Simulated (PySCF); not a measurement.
## Which determinant of SiF⁺ lies lowest?

Unrestricted PBE0; basis Si 6-31G(d,p), F 6-31G(d,p); no relativity; PySCF 2.14. Outer shells of the fragments: Si+ 3s2 3p1; F 2s2 2p5.

Followed along the bond (rough minima from three points):

```tsv
2Ms+1	unpaired	⟨S²⟩ at the start	R at minimum (Å)	Te (eV)
1	none	0.00	1.56	0.00
3	σ ↑, π ↑	2.01	1.59	4.50
```

Solutions found at the starting distance of 1.830 Å, counted from the lowest of them; the search is not exhaustive and high or unbound solutions are not listed, so other states can lie among these:

| 2Ms+1 | unpaired | term | E (eV) | ⟨S²⟩ | ⟨Lz²⟩ | μ (D) |
| --- | --- | --- | --- | --- | --- | --- |
| 1 | none | ¹Σ⁺ | 0.00 | 0.00 | 0.00 | -4.89 |
| 3 | σ ↑, π ↑ | ³Π | 4.13 | 2.01 | 1.00 | -4.69 |
| 1 | σ ↑, π ↓ | mixed | 4.84 | 1.03 | 1.01 | -3.96 |
| 3 | π ↑↑ | mixed | 5.65 | 2.01 | 2.01 | -0.64 |
| 3 | π ↑↑ | mixed | 5.79 | 2.01 | 2.01 | -0.65 |
| 3 | σ ↑↑ | ³Σ⁺ | 6.99 | 2.00 | 0.00 | -4.24 |

A term symbol is given only where ⟨S²⟩ and ⟨Lz²⟩ are close to those of a pure state; real π, δ and φ orbitals otherwise mix terms. A positive dipole points towards F; it is taken about the centre of mass and depends on that origin.

Q: Compare the gap between the two lowest followed solutions at the starting distance with the gap between their minima.

A: At PBE0 the second solution (triplet, unpaired electrons σ ↑, π ↑) lies +4.13 eV from the first (singlet, closed shell) at 1.830 Å and +4.50 eV at the minima; the two curves relax by different amounts, since their minima lie near 1.59 and 1.56 Å.

Counting both spins, an empty level lies below a filled one in some of these solutions, because spin and occupation are held.
